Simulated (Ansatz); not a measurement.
# SiH (quartet): wave-function methods side by side at distance Si1–H2 = 1.802 Å, cc-pVQZ

The task here is to estimate one member of a computed series from the others.

The runs use Ansatz 0.2.0, Gaussian basis; cc-pVQZ, core rule «outside noble gas», up to 5 orbitals frozen.

The runs, in order: UHF; CCSD(T) on ROHF; CCSD(T) on UHF; BCCD(T) on ROHF; CCSDT(Q) on ROHF; CCSDT(Q) on UHF; CASSCF and MRCISD+Q, 5 electrons in 5 orbitals; CASSCF and NEVPT2, 5 electrons in 5 orbitals.

10 further runs of the same task are left out: 10 that didn't finish. Runs told in other sessions of the task aren't counted.

## The system

The geometry derives from a PBE0/def2-TZVP stationary point (not a proven minimum). One bond is set to the value named and the two fragments are kept rigid.

2 atoms, charge 0, spin multiplicity 4.

Atoms are counted from 1 here; the program's logs count them from 0.

No contacts short enough for the rule that draws bonds.

The first run:

in.yaml reads:

```yaml
crystal:
  periodic: [false, false, false]
  atoms:
    - {symbol: Si, position_ang: [0.000000, 0.000000, 0.000000]}
    - {symbol: H, position_ang: [0.000000, 0.000000, 1.802000]}
basis:
  gaussian: {orbitals: cc-pVQZ}
magnetization: {spin_polarized: true, initial_magnetization: 3}
hamiltonian: {xc: hf}
output: {orbitals: {seedname: orbitals}}
```

The run is started by

```bash
> ansatz run in.yaml --threads 1 --pin off --events-out ev --progress --plain --max-ram 4096MiB --backend cpu
```

Among the steps run: UHF; CCSD(T) on ROHF; CCSD(T) on UHF; BCCD(T) on ROHF; CCSDT(Q) on ROHF; CCSDT(Q) on UHF; CASSCF and MRCISD+Q, 5 electrons in 5 orbitals; CASSCF and NEVPT2, 5 electrons in 5 orbitals.

One table of the session follows, with a row left open; its other results are not shown here.

It belongs to the step «Misses and costs». 

```
          method  from UCCSDT(Q) (meV)
            ROHF               +2650.3
             UHF               +2513.3
            RMP2                +699.1
            UMP2                +688.7
           RCCSD                +146.9
           UCCSD                +136.3
        RCCSD(T)                 +32.2
        UCCSD(T)                 +30.7
         BCCD(T)                 +31.9
          RCCSDT                  +5.4
          UCCSDT                     ?
       RCCSDT(Q)                  +1.7
       UCCSDT(Q)                     0
  CASSCF valence               +1969.9
  NEVPT2 valence                +582.5
  MRCISD valence                +172.9
MRCISD+Q valence                 +79.9
```

Estimate the missing values for UCCSDT.

The run gave: from UCCSDT(Q) (meV): +3.7. In the column «from UCCSDT(Q) (meV)» it lies between RCCSDT(Q) (+1.7) and RCCSDT (+5.4).

To keep in mind: Restricted and unrestricted rows rest on different reference determinants; a gap between their highest levels can come from leftover correlation error, from unlike frozen cores or from another state.
